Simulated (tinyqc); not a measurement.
Inside a calculation (part 1 of 2). Method: CIS on RHF in the sto-6g basis, frozen core, for H2F+, spin multiplicity 1. Computed by tinyqc, a small Python program that keeps every step (integrals from PySCF). Settings: charge = 1, multiplicity = 1, basis = sto-6g, method = RHF, frozen orbitals = 1, energy threshold = 1e-10, iteration cap = 51, orthogonalisation = symmetric, start = Wolfsberg-Helmholz matrix, DIIS depth = 6. Command: `OMP_NUM_THREADS=1 python tinyqc.py 20820 20821 out.jsonl` (the two numbers bound the seeds that draw the settings). One thread of a shared host (Intel(R) Xeon(R) Processor @ 2.60GHz), about 0.2 s of CPU time with the checks. The early iterations of the SCF are left out here.

## One-electron integrals

Geometry (angstrom):
```
atom         x          y         z
F     0.000000   0.000000  0.000000
H     0.000000   0.886000  0.727000
H     0.000000  -0.886000  0.727000
```

Basis sto-6g: exponents (1/bohr^2) and contraction coefficients of normalised primitives:
```
element  l (shell)     exponent  coefficient
F            s (1)  1728.626574     0.009164
F            s (1)   316.941790     0.049361
F            s (1)    88.668891     0.168538
F            s (1)    30.460157     0.370563
F            s (1)    11.828570     0.416492
F            s (1)     4.871659     0.130334
F            s (2)    67.032281    -0.013253
F            s (2)    13.267438    -0.046992
F            s (2)     4.123510    -0.033785
F            s (2)     1.586463     0.250242
F            s (2)     0.689002     0.595117
F            s (2)     0.315820     0.240706
F            p (3)    67.032281     0.003760
F            p (3)    13.267438     0.037679
F            p (3)     4.123510     0.173897
F            p (3)     1.586463     0.418036
F            p (3)     0.689002     0.425860
F            p (3)     0.315820     0.101708
H            s (1)    35.523221     0.009164
H            s (1)     6.513144     0.049361
H            s (1)     1.822143     0.168538
H            s (1)     0.625955     0.370563
H            s (1)     0.243077     0.416492
H            s (1)     0.100112     0.130334
```

Overlap, kinetic and nuclear-attraction integrals over the contracted functions; the nuclear repulsion is the sum of Za Zb / Rab.

nuclear repulsion = 8.60965540 hartree

overlap S, order 1F 1s, 1F 2s, 1F 2px, 1F 2py, 1F 2pz, 2H 1s, 3H 1s:
$$\begin{pmatrix}
1.000000 & 0.232479 & 0.000000 & 0.000000 & 0.000000 & 0.029823 & 0.029823 \\
0.232479 & 1.000000 & 0.000000 & 0.000000 & 0.000000 & 0.314365 & 0.314365 \\
0.000000 & 0.000000 & 1.000000 & 0.000000 & 0.000000 & 0.000000 & 0.000000 \\
0.000000 & 0.000000 & 0.000000 & 1.000000 & 0.000000 & 0.204868 & -0.204868 \\
0.000000 & 0.000000 & 0.000000 & 0.000000 & 1.000000 & 0.168103 & 0.168103 \\
0.029823 & 0.314365 & 0.000000 & 0.204868 & 0.168103 & 1.000000 & 0.171436 \\
0.029823 & 0.314365 & 0.000000 & -0.204868 & 0.168103 & 0.171436 & 1.000000
\end{pmatrix}$$

kinetic energy T (hartree), order 1F 1s, 1F 2s, 1F 2px, 1F 2py, 1F 2pz, 2H 1s, 3H 1s:
$$\begin{pmatrix}
37.397730 & -1.143349 & 0.000000 & 0.000000 & 0.000000 & -0.005395 & -0.005395 \\
-1.143349 & 1.082297 & 0.000000 & 0.000000 & 0.000000 & 0.037349 & 0.037349 \\
0.000000 & 0.000000 & 3.251325 & 0.000000 & 0.000000 & 0.000000 & 0.000000 \\
0.000000 & 0.000000 & 0.000000 & 3.251325 & 0.000000 & 0.095993 & -0.095993 \\
0.000000 & 0.000000 & 0.000000 & 0.000000 & 3.251325 & 0.078766 & 0.078766 \\
-0.005395 & 0.037349 & 0.000000 & 0.095993 & 0.078766 & 0.768522 & -0.007154 \\
-0.005395 & 0.037349 & 0.000000 & -0.095993 & 0.078766 & -0.007154 & 0.768522
\end{pmatrix}$$

nuclear attraction V (hartree), order 1F 1s, 1F 2s, 1F 2px, 1F 2py, 1F 2pz, 2H 1s, 3H 1s:
$$\begin{pmatrix}
-78.745899 & -8.080392 & 0.000000 & 0.000000 & -0.012934 & -1.185210 & -1.185210 \\
-8.080392 & -12.397468 & 0.000000 & 0.000000 & -0.151511 & -2.850625 & -2.850625 \\
0.000000 & 0.000000 & -12.353039 & 0.000000 & 0.000000 & 0.000000 & 0.000000 \\
0.000000 & 0.000000 & 0.000000 & -12.431790 & 0.000000 & -1.602419 & 1.602419 \\
-0.012934 & -0.151511 & 0.000000 & 0.000000 & -12.406061 & -1.353329 & -1.353329 \\
-1.185210 & -2.850625 & 0.000000 & -1.602419 & -1.353329 & -5.622129 & -1.068643 \\
-1.185210 & -2.850625 & 0.000000 & 1.602419 & -1.353329 & -1.068643 & -5.622129
\end{pmatrix}$$

core Hamiltonian H = T + V (hartree), order 1F 1s, 1F 2s, 1F 2px, 1F 2py, 1F 2pz, 2H 1s, 3H 1s:
$$\begin{pmatrix}
-41.348169 & -9.223741 & 0.000000 & 0.000000 & -0.012934 & -1.190604 & -1.190604 \\
-9.223741 & -11.315172 & 0.000000 & 0.000000 & -0.151511 & -2.813277 & -2.813277 \\
0.000000 & 0.000000 & -9.101713 & 0.000000 & 0.000000 & 0.000000 & 0.000000 \\
0.000000 & 0.000000 & 0.000000 & -9.180465 & 0.000000 & -1.506425 & 1.506425 \\
-0.012934 & -0.151511 & 0.000000 & 0.000000 & -9.154736 & -1.274562 & -1.274562 \\
-1.190604 & -2.813277 & 0.000000 & -1.506425 & -1.274562 & -4.853606 & -1.075798 \\
-1.190604 & -2.813277 & 0.000000 & 1.506425 & -1.274562 & -1.075798 & -4.853606
\end{pmatrix}$$

## Two-electron integrals

Functions are numbered as in S; the eight-fold symmetry (ij|kl) = (ji|kl) = (kl|ij) leaves the list below.

Two-electron integrals (ij|kl) in chemists' order, unique and non-zero (hartree):
```
(11|11) 5.406240    (21|11) 0.768129    (21|21) 0.138909    (22|11) 1.266271
(22|21) 0.283987    (22|22) 0.926367    (31|31) 0.029452    (32|31) 0.044681
(32|32) 0.204753    (33|11) 1.266273    (33|21) 0.283987    (33|22) 0.926366
(33|33) 0.998085    (41|41) 0.029452    (42|41) 0.044681    (42|42) 0.204753
(43|43) 0.053789    (44|11) 1.266273    (44|21) 0.283987    (44|22) 0.926366
(44|33) 0.890506    (44|44) 0.998085    (51|51) 0.029452    (52|51) 0.044681
(52|52) 0.204753    (53|53) 0.053789    (54|54) 0.053789    (55|11) 1.266273
(55|21) 0.283987    (55|22) 0.926366    (55|33) 0.890506    (55|44) 0.890506
(55|55) 0.998085    (61|11) 0.104876    (61|21) 0.018189    (61|22) 0.036406
(61|33) 0.036344    (61|41) 0.000613    (61|42) 0.001200    (61|44) 0.036454
(61|51) 0.000503    (61|52) 0.000985    (61|54) 0.000090    (61|55) 0.036418
(61|61) 0.002421    (62|11) 0.276211    (62|21) 0.062928    (62|22) 0.230345
(62|33) 0.227044    (62|41) 0.003537    (62|42) 0.027119    (62|44) 0.232961
(62|51) 0.002903    (62|52) 0.022252    (62|54) 0.004856    (62|55) 0.231028
(62|61) 0.008250    (62|62) 0.072223    (63|31) 0.006845    (63|32) 0.039687
(63|43) 0.005614    (63|53) 0.004606    (63|63) 0.010360    (64|11) 0.149283
(64|21) 0.034477    (64|22) 0.134875    (64|33) 0.129278    (64|41) 0.008507
(64|42) 0.054449    (64|44) 0.143830    (64|51) 0.001363    (64|52) 0.012113
(64|54) 0.007335    (64|55) 0.131516    (64|61) 0.004707    (64|62) 0.051905
(64|64) 0.047318    (65|11) 0.122493    (65|21) 0.028290    (65|22) 0.110670
(65|33) 0.106078    (65|41) 0.001363    (65|42) 0.012113    (65|44) 0.108806
(65|51) 0.007964    (65|52) 0.049626    (65|54) 0.007852    (65|55) 0.117127
(65|61) 0.003862    (65|62) 0.042590    (65|64) 0.030326    (65|65) 0.035244
(66|11) 0.453571    (66|21) 0.105271    (66|22) 0.443913    (66|33) 0.429759
(66|41) 0.007040    (66|42) 0.076152    (66|44) 0.455135    (66|51) 0.005776
(66|52) 0.062486    (66|54) 0.020822    (66|55) 0.446844    (66|61) 0.013885
(66|62) 0.184495    (66|64) 0.153570    (66|65) 0.126011    (66|66) 0.774999
(71|11) 0.104876    (71|21) 0.018189    (71|22) 0.036406    (71|33) 0.036344
(71|41) -0.000613   (71|42) -0.001200   (71|44) 0.036454    (71|51) 0.000503
(71|52) 0.000985    (71|54) -0.000090   (71|55) 0.036418    (71|61) 0.002394
(71|62) 0.008033    (71|64) 0.004211    (71|65) 0.003764    (71|66) 0.013426
(71|71) 0.002421    (72|11) 0.276211    (72|21) 0.062928    (72|22) 0.230345
(72|33) 0.227044    (72|41) -0.003537   (72|42) -0.027119   (72|44) 0.232961
(72|51) 0.002903    (72|52) 0.022252    (72|54) -0.004856   (72|55) 0.231028
(72|61) 0.008033    (72|62) 0.059374    (72|64) 0.029421    (72|65) 0.034064
(72|66) 0.123645    (72|71) 0.008250    (72|72) 0.072223    (73|31) 0.006845
(73|32) 0.039687    (73|43) -0.005614   (73|53) 0.004606    (73|63) 0.008264
(73|73) 0.010360    (74|11) -0.149283   (74|21) -0.034477   (74|22) -0.134875
(74|33) -0.129278   (74|41) 0.008507    (74|42) 0.054449    (74|44) -0.143830
(74|51) -0.001363   (74|52) -0.012113   (74|54) 0.007335    (74|55) -0.131516
(74|61) -0.004211   (74|62) -0.029421   (74|64) -0.006705   (74|65) -0.016553
(74|66) -0.056137   (74|71) -0.004707   (74|72) -0.051905   (74|74) 0.047318
(75|11) 0.122493    (75|21) 0.028290    (75|22) 0.110670    (75|33) 0.106078
(75|41) -0.001363   (75|42) -0.012113   (75|44) 0.108806    (75|51) 0.007964
(75|52) 0.049626    (75|54) -0.007852   (75|55) 0.117127    (75|61) 0.003764
(75|62) 0.034064    (75|64) 0.016553    (75|65) 0.027519    (75|66) 0.078159
(75|71) 0.003862    (75|72) 0.042590    (75|74) -0.030326   (75|75) 0.035244
(76|11) 0.096168    (76|21) 0.022194    (76|22) 0.089745    (76|33) 0.087907
(76|44) 0.089279    (76|51) 0.001552    (76|52) 0.014838    (76|55) 0.092049
(76|61) 0.002886    (76|62) 0.029298    (76|64) 0.018425    (76|65) 0.019747
(76|66) 0.084894    (76|71) 0.002886    (76|72) 0.029298    (76|74) -0.018425
(76|75) 0.019747    (76|76) 0.015674    (77|11) 0.453571    (77|21) 0.105271
(77|22) 0.443913    (77|33) 0.429759    (77|41) -0.007040   (77|42) -0.076152
(77|44) 0.455135    (77|51) 0.005776    (77|52) 0.062486    (77|54) -0.020822
(77|55) 0.446844    (77|61) 0.013426    (77|62) 0.123645    (77|64) 0.056137
(77|65) 0.078159    (77|66) 0.296300    (77|71) 0.013885    (77|72) 0.184495
(77|74) -0.153570   (77|75) 0.126011    (77|76) 0.084894    (77|77) 0.774999
```

## Orthogonalisation

S = U s U^T; symmetric (Loewdin) form X = U s^(-1/2) U^T, so that X^T S X = 1.

eigenvalues of S: [0.533946, 0.612140, 0.896829, 1.000000, 1.099003, 1.216424, 1.641658]

X, order 1F 1s, 1F 2s, 1F 2px, 1F 2py, 1F 2pz, 2H 1s, 3H 1s:
$$\begin{pmatrix}
1.022122 & -0.128740 & 0.000000 & 0.000000 & -0.004373 & 0.013942 & 0.013942 \\
-0.128740 & 1.102337 & 0.000000 & 0.000000 & 0.042479 & -0.165691 & -0.165691 \\
0.000000 & 0.000000 & 1.000000 & 0.000000 & 0.000000 & 0.000000 & 0.000000 \\
0.000000 & 0.000000 & 0.000000 & 1.039719 & 0.000000 & -0.125929 & 0.125929 \\
-0.004373 & 0.042479 & 0.000000 & 0.000000 & 1.022216 & -0.086984 & -0.086984 \\
0.013942 & -0.165691 & 0.000000 & -0.125929 & -0.086984 & 1.078634 & -0.066463 \\
0.013942 & -0.165691 & 0.000000 & 0.125929 & -0.086984 & -0.066463 & 1.078634
\end{pmatrix}$$

## Iteration 8 (converged): orbitals

converged F (hartree), order 1F 1s, 1F 2s, 1F 2px, 1F 2py, 1F 2pz, 2H 1s, 3H 1s:
$$\begin{pmatrix}
-26.906649 & -6.515341 & 0.000000 & 0.000000 & -0.020430 & -0.843578 & -0.843578 \\
-6.515341 & -3.436031 & 0.000000 & 0.000000 & -0.089652 & -0.913491 & -0.913491 \\
0.000000 & 0.000000 & -1.000345 & 0.000000 & 0.000000 & 0.000000 & 0.000000 \\
0.000000 & 0.000000 & 0.000000 & -0.891885 & 0.000000 & -0.429702 & 0.429702 \\
-0.020430 & -0.089652 & 0.000000 & 0.000000 & -0.924375 & -0.394050 & -0.394050 \\
-0.843578 & -0.913491 & 0.000000 & -0.429702 & -0.394050 & -0.698707 & -0.282494 \\
-0.843578 & -0.913491 & 0.000000 & 0.429702 & -0.394050 & -0.282494 & -0.698707
\end{pmatrix}$$

Diagonalise F' = X^T F X, C = X C', fill 5 alpha and 5 beta electrons from the bottom; D = 2 C_occ C_occ^T. Each column has its largest component positive (the first on a tie).

F' = X^T F X (hartree):
$$\begin{pmatrix}
-26.494263 & -3.195347 & 0.000000 & 0.000000 & -0.033476 & -0.102163 & -0.102163 \\
-3.195347 & -2.229194 & 0.000000 & 0.000000 & 0.028401 & -0.370144 & -0.370144 \\
0.000000 & 0.000000 & -1.000345 & 0.000000 & 0.000000 & 0.000000 & 0.000000 \\
0.000000 & 0.000000 & 0.000000 & -0.752298 & 0.000000 & -0.348429 & 0.348429 \\
-0.033476 & 0.028401 & 0.000000 & 0.000000 & -0.840280 & -0.272455 & -0.272455 \\
-0.102163 & -0.370144 & 0.000000 & -0.348429 & -0.272455 & -0.392723 & -0.066530 \\
-0.102163 & -0.370144 & 0.000000 & 0.348429 & -0.272455 & -0.066530 & -0.392723
\end{pmatrix}$$

orbital energies (hartree): MO1 -26.909705, MO2 -1.987561, MO3 -1.076085, MO4 -1.024954, MO5 -1.000345, MO6 -0.100771, MO7 -0.002406

coefficients C, order 1F 1s, 1F 2s, 1F 2px, 1F 2py, 1F 2pz, 2H 1s, 3H 1s:
$$\begin{pmatrix}
0.997208 & -0.240310 & 0.000000 & 0.057068 & 0.000000 & 0.079281 & 0.000000 \\
0.012230 & 0.970366 & 0.000000 & -0.302983 & 0.000000 & -0.504849 & 0.000000 \\
0.000000 & 0.000000 & 0.000000 & 0.000000 & 1.000000 & 0.000000 & 0.000000 \\
0.000000 & 0.000000 & 0.771118 & 0.000000 & 0.000000 & 0.000000 & -0.719798 \\
0.001422 & 0.085305 & 0.000000 & 0.846700 & 0.000000 & -0.581122 & 0.000000 \\
-0.001873 & 0.071824 & 0.339410 & 0.250634 & 0.000000 & 0.692445 & 0.745843 \\
-0.001873 & 0.071824 & -0.339410 & 0.250634 & 0.000000 & 0.692445 & -0.745843
\end{pmatrix}$$

D after iteration 8, order 1F 1s, 1F 2s, 1F 2px, 1F 2py, 1F 2pz, 2H 1s, 3H 1s:
$$\begin{pmatrix}
2.110858 & -0.476567 & 0.000000 & 0.000000 & 0.058475 & -0.009650 & -0.009650 \\
-0.476567 & 2.067119 & 0.000000 & 0.000000 & -0.347483 & -0.012531 & -0.012531 \\
0.000000 & 0.000000 & 2.000000 & 0.000000 & 0.000000 & 0.000000 & 0.000000 \\
0.000000 & 0.000000 & 0.000000 & 1.189245 & 0.000000 & 0.523451 & -0.523451 \\
0.058475 & -0.347483 & 0.000000 & 0.000000 & 1.448358 & 0.436671 & 0.436671 \\
-0.009650 & -0.012531 & 0.000000 & 0.523451 & 0.436671 & 0.366358 & -0.094440 \\
-0.009650 & -0.012531 & 0.000000 & -0.523451 & 0.436671 & -0.094440 & 0.366358
\end{pmatrix}$$

## Convergence

Stop when the energy changes by less than 1e-10 hartree and every element of the error matrix X^T (F D S - S D F) X is below 3e-06.

Course of the cycle:
```
iteration   E (hartree)     change  largest element of the error matrix
1          -99.41298112          -                             5.01e-01
2          -99.72615681  -3.13e-01                             1.13e-01
3          -99.73926726  -1.31e-02                             1.99e-02
4          -99.73986183  -5.95e-04                             3.56e-03
5          -99.73989280  -3.10e-05                             1.44e-03
6          -99.73989782  -5.02e-06                             1.14e-05
7          -99.73989782  -2.07e-10                             2.27e-08
8          -99.73989782   0.000000                             1.58e-10
```

PySCF RHF in the same basis = -99.73989782 hartree

Converged in 8 iterations.

## Integrals over molecular orbitals

(pq|rs) = sum C_ip C_jq C_kr C_ls (ij|kl), one index at a time.

one-electron integrals over orbitals h = C^T H C (hartree):
$$\begin{pmatrix}
-41.335183 & 0.708870 & 0.000000 & -0.160806 & 0.000000 & -0.235002 & 0.000000 \\
0.708870 & -9.626230 & 0.000000 & 0.396868 & 0.000000 & 1.218317 & 0.000000 \\
0.000000 & 0.000000 & -7.906395 & 0.000000 & 0.000000 & 0.000000 & 2.186193 \\
-0.160806 & 0.396868 & 0.000000 & -8.381383 & 0.000000 & 1.681178 & 0.000000 \\
0.000000 & 0.000000 & 0.000000 & 0.000000 & -9.101713 & 0.000000 & 0.000000 \\
-0.235002 & 1.218317 & 0.000000 & 1.681178 & 0.000000 & -5.546879 & 0.000000 \\
0.000000 & 0.000000 & 2.186193 & 0.000000 & 0.000000 & 0.000000 & -5.724596
\end{pmatrix}$$

Two-electron integrals over orbitals (pq|rs), unique and non-zero (hartree); the lowest 1 orbital is frozen and left out:
```
(22|22) 0.867258    (32|32) 0.153206    (33|22) 0.755552    (33|33) 0.723767
(42|22) -0.012158   (42|33) -0.011777   (42|42) 0.158163    (43|32) 0.005861
(43|43) 0.050754    (44|22) 0.797801    (44|33) 0.693207    (44|42) -0.081110
(44|44) 0.829095    (52|52) 0.184948    (53|53) 0.038345    (54|52) -0.032753
(54|54) 0.050495    (55|22) 0.888165    (55|33) 0.743618    (55|42) -0.056449
(55|44) 0.805941    (55|55) 0.998085    (62|22) -0.134358   (62|33) -0.086379
(62|42) -0.051878   (62|44) -0.080279   (62|55) -0.133651   (62|62) 0.072881
(63|32) 0.016103    (63|43) 0.017495    (63|63) 0.062142    (64|22) -0.174087
(64|33) -0.107013   (64|42) 0.027187    (64|44) -0.171680   (64|55) -0.180978
(64|62) 0.057691    (64|64) 0.101910    (65|52) -0.044409   (65|54) -0.012733
(65|65) 0.023412    (66|22) 0.560652    (66|33) 0.539874    (66|42) 0.061747
(66|44) 0.534621    (66|55) 0.538238    (66|62) -0.055109   (66|64) -0.030006
(66|66) 0.537767    (72|32) -0.070318   (72|43) 0.021856    (72|63) 0.023044
(72|72) 0.054213    (73|22) -0.218678   (73|33) -0.170844   (73|42) 0.059622
(73|44) -0.186215   (73|55) -0.235660   (73|62) 0.060285    (73|64) 0.106409
(73|66) -0.017826   (73|73) 0.163753    (74|32) 0.053728    (74|43) 0.000120
(74|63) 0.047240    (74|72) -0.008872   (74|74) 0.053791    (75|53) -0.025080
(75|75) 0.018146    (76|32) 0.078904    (76|43) 0.055534    (76|63) 0.078300
(76|72) 0.007003    (76|74) 0.068913    (76|76) 0.159640    (77|22) 0.579027
(77|33) 0.582534    (77|42) 0.013306    (77|44) 0.554561    (77|55) 0.564098
(77|62) -0.037265   (77|64) -0.025479   (77|66) 0.527820    (77|73) -0.050051
(77|77) 0.553496
```

## CIS matrix, singlets

A(ia,jb) = (e_a - e_i) d_ij d_ab + 2 (ia|jb) - (ij|ab).

CIS matrix A, singlet (hartree), order 2>6, 2>7, 3>6, 3>7, 4>6, 4>7, 5>6, 5>7:
$$\begin{pmatrix}
1.471901 & 0.000000 & 0.000000 & 0.041666 & 0.053635 & 0.000000 & 0.000000 & 0.000000 \\
0.000000 & 1.514555 & -0.032817 & 0.000000 & 0.000000 & -0.031050 & 0.000000 & 0.000000 \\
0.000000 & -0.032817 & 0.559725 & 0.000000 & 0.000000 & 0.038946 & 0.000000 & 0.000000 \\
0.041666 & 0.000000 & 0.000000 & 0.818652 & 0.157284 & 0.000000 & 0.000000 & 0.000000 \\
0.053635 & 0.000000 & 0.000000 & 0.157284 & 0.593382 & 0.000000 & 0.000000 & 0.000000 \\
0.000000 & -0.031050 & 0.038946 & 0.000000 & 0.000000 & 0.575568 & 0.000000 & 0.000000 \\
0.000000 & 0.000000 & 0.000000 & 0.000000 & 0.000000 & 0.000000 & 0.408161 & 0.000000 \\
0.000000 & 0.000000 & 0.000000 & 0.000000 & 0.000000 & 0.000000 & 0.000000 & 0.470133
\end{pmatrix}$$

## CIS singlet states

dipole integrals <i|r|a> (bohr), order 2>6, 2>7, 3>6, 3>7, 4>6, 4>7, 5>6, 5>7:
$$\begin{pmatrix}
0.000000 & 0.000000 & 0.034508 \\
0.000000 & 0.052150 & 0.000000 \\
0.000000 & 0.803995 & 0.000000 \\
0.000000 & 0.000000 & 0.647457 \\
0.000000 & 0.000000 & 0.556707 \\
0.000000 & 0.680067 & 0.000000 \\
-0.018581 & 0.000000 & 0.000000 \\
0.000000 & 0.000000 & 0.000000
\end{pmatrix}$$

Diagonalise A (1 hartree = 27.211386 eV); each vector has its largest component positive (the first on a tie). The transition dipole is mu = sqrt2 sum c_ia <i|r|a>.

singlet excitation energies (eV): [11.106616, 12.792961, 13.924000, 14.364030, 16.467859, 24.298350, 40.253507, 41.274141]

lowest vectors, order 2>6, 2>7, 3>6, 3>7, 4>6, 4>7, 5>6, 5>7:
$$\begin{pmatrix}
0.000000 & 0.000000 & -0.030144 & 0.000000 & 0.000000 & -0.105363 \\
0.000000 & 0.000000 & 0.000000 & 0.005998 & 0.049191 & 0.000000 \\
0.000000 & 0.000000 & 0.000000 & 0.776497 & 0.629112 & 0.000000 \\
0.000000 & 0.000000 & -0.452570 & 0.000000 & 0.000000 & 0.888095 \\
0.000000 & 0.000000 & 0.891219 & 0.000000 & 0.000000 & 0.447420 \\
0.000000 & 0.000000 & 0.000000 & -0.630092 & 0.775757 & 0.000000 \\
1.000000 & 0.000000 & 0.000000 & 0.000000 & 0.000000 & 0.000000 \\
0.000000 & 1.000000 & 0.000000 & 0.000000 & 0.000000 & 0.000000
\end{pmatrix}$$

oscillator strengths 2/3 w |mu|^2: [0.000188, 0.000000, 0.027863, 0.027068, 0.865943, 0.801436]

## CIS matrix, triplets

A(ia,jb) = (e_a - e_i) d_ij d_ab - (ij|ab).

CIS matrix A, triplet (hartree), order 2>6, 2>7, 3>6, 3>7, 4>6, 4>7, 5>6, 5>7:
$$\begin{pmatrix}
1.326139 & 0.000000 & 0.000000 & -0.078904 & -0.061747 & 0.000000 & 0.000000 & 0.000000 \\
0.000000 & 1.406129 & -0.078904 & 0.000000 & 0.000000 & -0.013306 & 0.000000 & 0.000000 \\
0.000000 & -0.078904 & 0.435441 & 0.000000 & 0.000000 & -0.055534 & 0.000000 & 0.000000 \\
-0.078904 & 0.000000 & 0.000000 & 0.491146 & -0.055534 & 0.000000 & 0.000000 & 0.000000 \\
-0.061747 & 0.000000 & 0.000000 & -0.055534 & 0.389562 & 0.000000 & 0.000000 & 0.000000 \\
0.000000 & -0.013306 & -0.055534 & 0.000000 & 0.000000 & 0.467986 & 0.000000 & 0.000000 \\
0.000000 & 0.000000 & 0.000000 & 0.000000 & 0.000000 & 0.000000 & 0.361336 & 0.000000 \\
0.000000 & 0.000000 & 0.000000 & 0.000000 & 0.000000 & 0.000000 & 0.000000 & 0.433841
\end{pmatrix}$$
